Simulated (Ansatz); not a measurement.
A calculation with Ansatz (development build ahead of 0.2.0).

```yaml
crystal:
  periodic: [false, false, false]
  atoms:
    - { symbol: Si, position_ang: [-0.9427, 0.2803, 0.6397] }
    - { symbol: Si, position_ang: [0.9427, -0.2803, -0.6397] }
    - { symbol: H, position_ang: [-1.974, 0.938, -0.2209] }
    - { symbol: H, position_ang: [-1.5382, -0.9493, 1.2482] }
    - { symbol: H, position_ang: [-0.5609, 1.2224, 1.7367] }
    - { symbol: H, position_ang: [1.974, -0.938, 0.2209] }
    - { symbol: H, position_ang: [0.5609, -1.2224, -1.7367] }
    - { symbol: H, position_ang: [1.5382, 0.9493, -1.2482] }
basis:
  gaussian: { orbitals: def2-SVP }
total_charge: 1
magnetization:
  spin_polarized: true
  initial_magnetization: 1
hamiltonian:
  xc: pbe0
output:
  forces: true
```

The input is written out in the form of the current development build from the run's settings.

The run gave:

```yaml
Converged: yes
Total_energy: -581.74528 hartree
Spin_squared_of_the_determinant: 0.753
Stability_test: minimum
```

Forces (eV/Å):
```csv
atom,Fx,Fy,Fz
Si1,-2.996,0.891,2.033
Si2,2.996,-0.891,-2.033
H3,0.466,-0.080,-0.576
H4,0.538,-0.395,-0.331
H5,0.702,-0.032,-0.250
H6,-0.466,0.080,0.576
H7,-0.702,0.032,0.250
H8,-0.538,0.395,0.331
```
